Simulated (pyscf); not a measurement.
Structures and frequencies: ωB97X-D3(BJ)/def2-SVP in PySCF. MP2 and CC: frozen core, UHF for open shells. ΔMP2 is the change of the MP2 total energy from the triple- to the quadruple-zeta basis.

**Question.** What are the homolytic bond dissociation enthalpies (298 K) of fluoromethane (H₃C–F) at CCSD(T)/def2-TZVPP + ΔMP2(QZVPP), weakest first?

**Answer.** C–H to •H₂C–F + H•: 421.8 kJ/mol; C–F to CH₃• + F•: 456.1 kJ/mol. Ring and multiple bonds, and those that leave no two simple radicals, are not listed. The CCSD(T) − MP2 part came from Ansatz, without density fitting, on the same reference. Left out: the spin-orbit lowering of F.
